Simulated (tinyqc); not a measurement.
Worked calculation (part 2 of 2): RHF in the sto-6g basis, for H3O+, spin multiplicity 1. Computed by tinyqc, a small Python program that keeps every step (integrals from PySCF). Command: `OMP_NUM_THREADS=1 python tinyqc.py 24445 24446 out.jsonl` (the two numbers bound the seeds that draw the settings). One thread of a shared host (Intel(R) Xeon(R) Processor @ 2.60GHz), about 0.2 s of CPU time with the checks.

Geometry (angstrom):
```
atom          x          y         z
O      0.000000   0.000000  0.089000
H      1.053000   0.000000  0.000000
H     -0.527000   0.912000  0.000000
H     -0.527000  -0.912000  0.000000
```

## Iteration 1: diagonalisation and new density

Fock matrix F (hartree), order 1O 1s, 1O 2s, 1O 2px, 1O 2py, 1O 2pz, 2H 1s, 3H 1s, 4H 1s:
```
[[-22.834952, -5.425244, -0.098098, -0.057675, 0.473449, -1.028016, -1.022486, -1.000766],
 [-5.425244, -3.173806, 0.065037, -0.051948, 0.035433, -0.890262, -1.054347, -0.910204],
 [-0.098098, 0.065037, -1.540307, -0.047371, -0.088871, -0.511690, 0.406217, 0.293034],
 [-0.057675, -0.051948, -0.047371, -1.592563, -0.011652, -0.052165, -0.628340, 0.510894],
 [0.473449, 0.035433, -0.088871, -0.011652, -1.246334, 0.048931, 0.061355, 0.088948],
 [-1.028016, -0.890262, -0.511690, -0.052165, 0.048931, -0.712142, -0.221095, -0.184607],
 [-1.022486, -1.054347, 0.406217, -0.628340, 0.061355, -0.221095, -0.921217, -0.295101],
 [-1.000766, -0.910204, 0.293034, 0.510894, 0.088948, -0.184607, -0.295101, -0.740484]]
```

X, order 1O 1s, 1O 2s, 1O 2px, 1O 2py, 1O 2pz, 2H 1s, 3H 1s, 4H 1s:
```
[[1.023214, -0.140829, -0.000001, 0.000000, 0.001502, 0.017386, 0.017378, 0.017378],
 [-0.140829, 1.250056, 0.000033, 0.000000, -0.016288, -0.233467, -0.233281, -0.233281],
 [-0.000001, 0.000033, 1.098267, 0.000000, -0.000003, -0.236501, 0.118257, 0.118257],
 [0.000000, 0.000000, 0.000000, 1.098125, 0.000000, 0.000000, -0.204661, 0.204661],
 [0.001502, -0.016288, -0.000003, 0.000000, 1.001158, 0.016650, 0.016634, 0.016634],
 [0.017386, -0.233467, -0.236501, 0.000000, 0.016650, 1.151826, -0.051766, -0.051766],
 [0.017378, -0.233281, 0.118257, -0.204661, 0.016634, -0.051766, 1.151673, -0.051778],
 [0.017378, -0.233281, 0.118257, 0.204661, 0.016634, -0.051766, -0.051778, 1.151673]]
```

D at the start, order 1O 1s, 1O 2s, 1O 2px, 1O 2py, 1O 2pz, 2H 1s, 3H 1s, 4H 1s:
```
[[1.134213, -0.028481, 0.222460, 0.158705, -0.968321, -0.101037, -0.163244, 0.048220],
 [-0.028481, 2.788782, -0.025293, -0.398593, 0.442360, -1.210336, -0.530008, -1.570833],
 [0.222460, -0.025293, 2.245203, 0.451299, 0.288084, -1.143064, -0.146826, 0.895266],
 [0.158705, -0.398593, 0.451299, 1.685096, 0.013864, 0.090621, 0.416823, 0.226750],
 [-0.968321, 0.442360, 0.288084, 0.013864, 1.016791, -0.203402, -0.021979, -0.184400],
 [-0.101037, -1.210336, -1.143064, 0.090621, -0.203402, 2.364748, -0.472401, -0.615115],
 [-0.163244, -0.530008, -0.146826, 0.416823, -0.021979, -0.472401, 0.772642, 0.753455],
 [0.048220, -1.570833, 0.895266, 0.226750, -0.184400, -0.615115, 0.753455, 1.807828]]
```

overlap S, order 1O 1s, 1O 2s, 1O 2px, 1O 2py, 1O 2pz, 2H 1s, 3H 1s, 4H 1s:
```
[[1.000000, 0.231145, 0.000000, 0.000000, 0.000000, 0.044094, 0.044062, 0.044062],
 [0.231145, 1.000000, 0.000000, 0.000000, 0.000000, 0.414024, 0.413834, 0.413834],
 [0.000000, 0.000000, 1.000000, 0.000000, 0.000000, 0.355214, -0.177664, -0.177664],
 [0.000000, 0.000000, 0.000000, 1.000000, 0.000000, 0.000000, 0.307456, -0.307456],
 [0.000000, 0.000000, 0.000000, 0.000000, 1.000000, -0.030023, -0.030004, -0.030004],
 [0.044094, 0.414024, 0.355214, 0.000000, -0.030023, 1.000000, 0.158150, 0.158150],
 [0.044062, 0.413834, -0.177664, 0.307456, -0.030004, 0.158150, 1.000000, 0.158229],
 [0.044062, 0.413834, -0.177664, -0.307456, -0.030004, 0.158150, 0.158229, 1.000000]]
```

Diagonalise F' = X^T F X, C = X C', fill 5 alpha and 5 beta electrons from the bottom; D = 2 C_occ C_occ^T; the new density keeps 0.7 of the old one (damping). Each column has its largest component positive (the first on a tie).

F' = X^T F X (hartree):
```
[[-22.501111, -2.610161, -0.110853, -0.058852, 0.485167, -0.151680, -0.150919, -0.166384],
 [-2.610161, -2.240992, 0.041727, 0.007063, -0.049216, -0.205664, -0.342140, -0.197491],
 [-0.110853, 0.041727, -1.459082, -0.081668, -0.089874, -0.202524, 0.238719, 0.082534],
 [-0.058852, 0.007063, -0.081668, -1.453246, -0.009155, -0.029549, -0.362230, 0.259003],
 [0.485167, -0.049216, -0.089874, -0.009155, -1.242593, 0.043732, 0.027474, 0.056663],
 [-0.151680, -0.205664, -0.202524, -0.029549, 0.043732, -0.424816, -0.001103, 0.017894],
 [-0.150919, -0.342140, 0.238719, -0.362230, 0.027474, -0.001103, -0.488798, -0.102029],
 [-0.166384, -0.197491, 0.082534, 0.259003, 0.056663, 0.017894, -0.102029, -0.411559]]
```

orbital energies (hartree): [-22.847790, -2.046189, -1.631520, -1.549519, -1.201653, -0.423973, -0.349651, -0.171902]

coefficients C, order 1O 1s, 1O 2s, 1O 2px, 1O 2py, 1O 2pz, 2H 1s, 3H 1s, 4H 1s:
```
[[0.997384, -0.246846, 0.000500, -0.043994, 0.052603, 0.050824, 0.066138, 0.018448],
 [0.012161, 1.084734, -0.015461, 0.239348, -0.113641, -0.426209, -0.553605, -0.103514],
 [0.005381, -0.142391, 0.510891, 0.773735, -0.267798, 0.470062, -0.297553, 0.170006],
 [0.002984, 0.038434, 0.826984, -0.449553, -0.011385, 0.040670, -0.053162, -0.630519],
 [-0.022179, 0.085158, 0.143952, 0.258271, 0.942984, 0.063558, 0.121678, -0.013438],
 [-0.005370, -0.102267, 0.005523, -0.039269, -0.056955, -0.425417, 1.112865, -0.091260],
 [-0.003347, 0.013190, 0.052487, -0.183269, 0.020794, 0.641035, 0.239563, 0.968145],
 [-0.002436, -0.114872, -0.018722, 0.009130, -0.046706, 0.915434, 0.196159, -0.741800]]
```

D after iteration 1, order 1O 1s, 1O 2s, 1O 2px, 1O 2py, 1O 2pz, 2H 1s, 3H 1s, 4H 1s:
```
[[1.430196, -0.183226, 0.151308, 0.118942, -0.680721, -0.059553, -0.112718, 0.047589],
 [-0.183226, 2.700490, 0.014296, -0.325433, 0.336372, -0.915641, -0.390669, -1.169695],
 [0.151308, 0.014296, 2.142659, 0.359263, 0.206821, -0.798811, -0.176249, 0.642496],
 [0.118942, -0.325433, 0.359263, 1.712137, 0.006952, 0.074788, 0.367409, 0.144638],
 [-0.680721, 0.336372, 0.206821, 0.006952, 1.302387, -0.185368, -0.026768, -0.161545],
 [-0.059553, -0.915641, -0.798811, 0.074788, -0.185368, 1.664506, -0.327698, -0.422205],
 [-0.112718, -0.390669, -0.176249, 0.367409, -0.026768, -0.327698, 0.563025, 0.524338],
 [0.047589, -1.169695, 0.642496, 0.144638, -0.161545, -0.422205, 0.524338, 1.274969]]
```

## Iteration 2: building the Fock matrix

core Hamiltonian H = T + V (hartree), order 1O 1s, 1O 2s, 1O 2px, 1O 2py, 1O 2pz, 2H 1s, 3H 1s, 4H 1s:
```
[[-33.433091, -7.394479, 0.000001, 0.000000, 0.003403, -1.419461, -1.418434, -1.418434],
 [-7.394479, -9.648786, 0.000020, 0.000000, 0.038983, -3.296121, -3.294403, -3.294403],
 [0.000001, 0.000020, -8.008567, 0.000000, 0.000003, -2.374865, 1.187764, 1.187764],
 [0.000000, 0.000000, 0.000000, -8.008367, 0.000000, 0.000000, -2.055435, 2.055435],
 [0.003403, 0.038983, 0.000003, 0.000000, -7.862112, 0.210534, 0.210392, 0.210392],
 [-1.419461, -3.296121, -2.374865, 0.000000, 0.210534, -4.958264, -1.037287, -1.037287],
 [-1.418434, -3.294403, 1.187764, -2.055435, 0.210392, -1.037287, -4.957277, -1.037582],
 [-1.418434, -3.294403, 1.187764, 2.055435, 0.210392, -1.037287, -1.037582, -4.957277]]
```

nuclear repulsion = 12.88604286 hartree

Given earlier and not repeated: Two-electron integrals (ij|kl) in chemists' order.

J_ij = sum D_kl (ij|kl), K_ij = sum D_kl (ik|jl); F = H + J - 0.5 K; E = tr D H + tr D J / 2 - 0.25 tr D K + E_nn.

Coulomb J (hartree), order 1O 1s, 1O 2s, 1O 2px, 1O 2py, 1O 2pz, 2H 1s, 3H 1s, 4H 1s:
```
[[14.932227, 2.786889, 0.001382, -0.002576, -0.015213, 0.543471, 0.542883, 0.543308],
 [2.786889, 7.782067, -0.014718, -0.012415, 0.022520, 2.669473, 2.656353, 2.668862],
 [0.001382, -0.014718, 7.822248, 0.017395, 0.017587, 2.114417, -1.051091, -1.062135],
 [-0.002576, -0.012415, 0.017395, 7.804667, 0.001813, 0.000393, 1.809161, -1.830015],
 [-0.015213, 0.022520, 0.017587, 0.001813, 7.719277, -0.167584, -0.170089, -0.172351],
 [0.543471, 2.669473, 2.114417, 0.000393, -0.167584, 4.734756, 0.844914, 0.847541],
 [0.542883, 2.656353, -1.051091, 1.809161, -0.170089, 0.844914, 4.593252, 0.845030],
 [0.543308, 2.668862, -1.062135, -1.830015, -0.172351, 0.847541, 0.845030, 4.680126]]
```

exchange K (hartree), order 1O 1s, 1O 2s, 1O 2px, 1O 2py, 1O 2pz, 2H 1s, 3H 1s, 4H 1s:
```
[[6.921405, 1.301114, 0.139225, 0.077052, -0.689840, 0.247605, 0.241424, 0.211371],
 [1.301114, 2.122710, -0.115894, 0.040020, 0.047802, 0.497538, 0.716318, 0.526723],
 [0.139225, -0.115894, 2.060107, 0.111896, 0.159847, 0.457341, -0.443150, -0.286440],
 [0.077052, 0.040020, 0.111896, 2.090921, 0.020501, 0.077995, 0.630589, -0.495831],
 [-0.689840, 0.047802, 0.159847, 0.020501, 1.654257, -0.024662, -0.038689, -0.087809],
 [0.247605, 0.497538, 0.457341, 0.077995, -0.024662, 0.860794, 0.071335, 0.025723],
 [0.241424, 0.716318, -0.443150, 0.630589, -0.038689, 0.071335, 0.884359, 0.174164],
 [0.211371, 0.526723, -0.286440, -0.495831, -0.087809, 0.025723, 0.174164, 0.793473]]
```

Fock matrix F (hartree), order 1O 1s, 1O 2s, 1O 2px, 1O 2py, 1O 2pz, 2H 1s, 3H 1s, 4H 1s:
```
[[-21.961567, -5.258147, -0.068230, -0.041102, 0.333110, -0.999793, -0.996263, -0.980812],
 [-5.258147, -2.928074, 0.043249, -0.032425, 0.037603, -0.875417, -0.996209, -0.888903],
 [-0.068230, 0.043249, -1.216372, -0.038553, -0.062333, -0.489118, 0.358248, 0.268849],
 [-0.041102, -0.032425, -0.038553, -1.249160, -0.008437, -0.038605, -0.561568, 0.473336],
 [0.333110, 0.037603, -0.062333, -0.008437, -0.969964, 0.055281, 0.059647, 0.081945],
 [-0.999793, -0.875417, -0.489118, -0.038605, 0.055281, -0.653905, -0.228041, -0.202607],
 [-0.996263, -0.996209, 0.358248, -0.561568, 0.059647, -0.228041, -0.806205, -0.279634],
 [-0.980812, -0.888903, 0.268849, 0.473336, 0.081945, -0.202607, -0.279634, -0.673888]]
```

total energy of this density = -61.87933234 hartree

This density is a damped mixture and is not idempotent.

## Iteration 2: diagonalisation and new density

As before.

F' = X^T F X (hartree):
```
[[-21.628168, -2.573553, -0.076643, -0.042892, 0.341642, -0.149406, -0.147978, -0.160051],
 [-2.573553, -1.937272, 0.023671, 0.013895, -0.033895, -0.255227, -0.361019, -0.248993],
 [-0.076643, 0.023671, -1.091199, -0.066052, -0.063558, -0.266391, 0.241543, 0.117114],
 [-0.042892, 0.013895, -0.066052, -1.079729, -0.006328, -0.022503, -0.374302, 0.291780],
 [0.341642, -0.033895, -0.063558, -0.006328, -0.966081, 0.047793, 0.031306, 0.055125],
 [-0.149406, -0.255227, -0.266391, -0.022503, 0.047793, -0.335292, -0.020002, -0.006775],
 [-0.147978, -0.361019, 0.241543, -0.374302, 0.031306, -0.020002, -0.377628, -0.090218],
 [-0.160051, -0.248993, 0.117114, 0.291780, 0.055125, -0.006775, -0.090218, -0.326138]]
```

orbital energies (hartree): [-21.969587, -1.782559, -1.302943, -1.249801, -0.955416, -0.255297, -0.203274, -0.022631]

coefficients C, order 1O 1s, 1O 2s, 1O 2px, 1O 2py, 1O 2pz, 2H 1s, 3H 1s, 4H 1s:
```
[[0.997019, -0.246295, 0.008092, -0.038740, 0.026045, 0.092534, 0.041321, 0.022064],
 [0.014161, 1.042140, -0.050976, 0.196701, -0.010215, -0.711465, -0.307016, -0.134139],
 [0.003857, -0.095765, 0.345453, 0.809633, -0.182820, 0.273583, -0.589636, 0.223877],
 [0.002168, 0.027132, 0.836089, -0.277230, -0.025567, 0.085114, -0.114141, -0.701485],
 [-0.016140, 0.047430, 0.088925, 0.206171, 0.961073, 0.136562, 0.090185, -0.006840],
 [-0.004850, -0.059512, 0.051985, 0.081969, -0.120576, 0.214458, 1.162867, -0.131550],
 [-0.003373, 0.052019, 0.131360, -0.235150, 0.003262, 0.595190, -0.059367, 1.004752],
 [-0.002744, -0.057676, -0.124656, -0.006880, -0.052853, 0.944237, -0.326997, -0.649891]]
```

D after iteration 2, order 1O 1s, 1O 2s, 1O 2px, 1O 2py, 1O 2pz, 2H 1s, 3H 1s, 4H 1s:
```
[[1.635309, -0.278770, 0.102376, 0.090650, -0.482511, -0.039331, -0.082453, 0.038923],
 [-0.278770, 2.566933, 0.036267, -0.268954, 0.280703, -0.669379, -0.272761, -0.851549],
 [0.102376, 0.036267, 1.990333, 0.291360, 0.155175, -0.491939, -0.213733, 0.429673],
 [0.090650, -0.268954, 0.291360, 1.664874, 0.001190, 0.065670, 0.362990, 0.039725],
 [-0.482511, 0.280703, 0.155175, 0.001190, 1.497622, -0.188020, -0.037423, -0.152676],
 [-0.039331, -0.669379, -0.491939, 0.065670, -0.188020, 1.181669, -0.238940, -0.293879],
 [-0.082453, -0.272761, -0.213733, 0.362990, -0.037423, -0.238940, 0.439285, 0.356284],
 [0.038923, -0.851549, 0.429673, 0.039725, -0.152676, -0.293879, 0.356284, 0.905507]]
```

## Iteration 60 (converged): orbitals

converged F (hartree), order 1O 1s, 1O 2s, 1O 2px, 1O 2py, 1O 2pz, 2H 1s, 3H 1s, 4H 1s:
```
[[-21.057658, -5.089945, -0.000001, 0.000000, 0.005858, -0.977365, -0.976663, -0.976663],
 [-5.089945, -2.805835, -0.000024, 0.000000, 0.025443, -1.035775, -1.035259, -1.035259],
 [-0.000001, -0.000024, -0.831217, 0.000000, 0.000004, -0.603463, 0.301849, 0.301849],
 [0.000000, 0.000000, 0.000000, -0.831012, 0.000001, 0.000000, -0.522390, 0.522390],
 [0.005858, 0.025443, 0.000004, 0.000001, -0.860281, 0.062657, 0.062621, 0.062621],
 [-0.977365, -1.035775, -0.603463, 0.000000, 0.062657, -0.762638, -0.293213, -0.293213],
 [-0.976663, -1.035259, 0.301849, -0.522390, 0.062621, -0.293213, -0.762318, -0.293267],
 [-0.976663, -1.035259, 0.301849, 0.522390, 0.062621, -0.293213, -0.293267, -0.762318]]
```

Diagonalise F' = X^T F X, C = X C', fill 5 alpha and 5 beta electrons from the bottom; D = 2 C_occ C_occ^T. Each column has its largest component positive (the first on a tie).

F' = X^T F X (hartree):
```
[[-20.725670, -2.529388, 0.000007, 0.000000, 0.008512, -0.146683, -0.146496, -0.146496],
 [-2.529388, -1.610633, 0.000024, 0.000000, -0.011356, -0.448858, -0.448568, -0.448568],
 [0.000007, 0.000024, -0.571682, 0.000000, -0.000003, -0.498865, 0.249490, 0.249490],
 [0.000000, 0.000000, 0.000000, -0.571777, 0.000001, 0.000000, -0.431829, 0.431829],
 [0.008512, -0.011356, -0.000003, 0.000001, -0.856952, 0.041459, 0.041425, 0.041426],
 [-0.146683, -0.448858, -0.498865, 0.000000, 0.041459, -0.295293, -0.061120, -0.061120],
 [-0.146496, -0.448568, 0.249490, -0.431829, 0.041425, -0.061120, -0.295377, -0.061096],
 [-0.146496, -0.448568, 0.249490, 0.431829, 0.041426, -0.061120, -0.061096, -0.295377]]
```

orbital energies (hartree): [-21.060719, -1.703771, -1.036840, -1.036614, -0.861577, 0.015239, 0.230555, 0.230964]

coefficients C, order 1O 1s, 1O 2s, 1O 2px, 1O 2py, 1O 2pz, 2H 1s, 3H 1s, 4H 1s:
```
[[0.996693, -0.229716, 0.000003, 0.000000, -0.016296, -0.145864, 0.000000, 0.000072],
 [0.015507, 0.890451, -0.000040, 0.000000, 0.086158, 0.972377, 0.000000, -0.000578],
 [0.000000, 0.000020, 0.698411, -0.000224, 0.000021, -0.000401, 0.000193, -0.895720],
 [0.000000, 0.000000, 0.000225, 0.698498, 0.000000, 0.000000, 0.895405, 0.000193],
 [-0.000536, -0.029257, -0.000022, -0.000002, 0.995076, -0.111274, 0.000001, 0.000068],
 [-0.002689, 0.097644, 0.407002, -0.000131, -0.030692, -0.640744, -0.000200, 0.925416],
 [-0.002687, 0.097580, -0.203463, 0.352615, -0.030686, -0.641013, -0.800989, -0.462488],
 [-0.002687, 0.097580, -0.203689, -0.352484, -0.030689, -0.641013, 0.801188, -0.462143]]
```

D after iteration 60, order 1O 1s, 1O 2s, 1O 2px, 1O 2py, 1O 2pz, 2H 1s, 3H 1s, 4H 1s:
```
[[2.092865, -0.380998, -0.000005, 0.000000, -0.020057, -0.049218, -0.049188, -0.049188],
 [-0.380998, 1.601134, -0.000017, 0.000000, 0.119347, 0.168489, 0.168426, 0.168426],
 [-0.000005, -0.000017, 0.975557, 0.000000, 0.000010, 0.568513, -0.284357, -0.284357],
 [0.000000, 0.000000, 0.000000, 0.975800, -0.000002, 0.000000, 0.492510, -0.492510],
 [-0.020057, 0.119347, 0.000010, -0.000002, 1.982065, -0.066810, -0.066768, -0.066772],
 [-0.049218, 0.168489, 0.568513, 0.000000, -0.066810, 0.352269, -0.144758, -0.144757],
 [-0.049188, 0.168426, -0.284357, 0.492510, -0.066768, -0.144758, 0.352410, -0.144754],
 [-0.049188, 0.168426, -0.284357, -0.492510, -0.066772, -0.144757, -0.144754, 0.352410]]
```

## Convergence

Stop when the energy changes by less than 1e-08 hartree and every element of the error matrix X^T (F D S - S D F) X is below 3e-05.

Course of the cycle:
```
iteration   E (hartree)     change  largest element of the error matrix
1          -56.00837959          -                             1.85e+01
2          -61.87933234  -5.87e+00                             1.26e+01
3          -65.97454623  -4.10e+00                             8.68e+00
4          -68.87725361  -2.90e+00                             6.02e+00
5          -70.94901201  -2.07e+00                             4.19e+00
6          -72.42858408  -1.48e+00                             2.93e+00
7          -73.48280882  -1.05e+00                             2.05e+00
8          -74.23163274  -7.49e-01                             1.43e+00
9          -74.76194714  -5.30e-01                             1.00e+00
10         -75.13656869  -3.75e-01                             7.01e-01
11         -75.40067481  -2.64e-01                             4.91e-01
12         -75.58657883  -1.86e-01                             3.44e-01
13         -75.71728212  -1.31e-01                             2.40e-01
14         -75.80909412  -9.18e-02                             1.68e-01
...                 ...        ...                                  ...
47         -76.02482912  -7.34e-07                             6.09e-05
48         -76.02482963  -5.14e-07                             5.09e-05
49         -76.02482999  -3.60e-07                             4.26e-05
50         -76.02483024  -2.52e-07                             3.56e-05
51         -76.02483042  -1.77e-07                             2.98e-05
52         -76.02483054  -1.24e-07                             2.49e-05
53         -76.02483063  -8.67e-08                             2.08e-05
54         -76.02483069  -6.07e-08                             1.74e-05
55         -76.02483073  -4.25e-08                             1.45e-05
56         -76.02483076  -2.98e-08                             1.21e-05
57         -76.02483078  -2.09e-08                             1.02e-05
58         -76.02483080  -1.46e-08                             8.49e-06
59         -76.02483081  -1.02e-08                             7.10e-06
60         -76.02483081  -7.17e-09                             5.94e-06
```

PySCF RHF in the same basis = -76.02483083 hartree

Converged in 60 iterations.

## Populations, bond orders and dipole

Mulliken: Z minus the diagonal of D S on the atom; Loewdin: the same with S^(1/2) D S^(1/2); Mayer order: 2 sum_s sum (D(s) S)_ij (D(s) S)_ji over the two atoms.

Charges (e):
```
atom   Mulliken    Loewdin
1O    -0.265792  -0.032762
2H     0.421980   0.344253
3H     0.421906   0.344254
4H     0.421906   0.344254
```

Mayer bond orders:
```
pair     order
2-1   0.780820
3-1   0.780917
3-2   0.020556
4-1   0.780917
4-2   0.020556
4-3   0.020522
```

dipole moment about the origin, x y z (debye): [-0.001875, 0.000000, -0.275018]
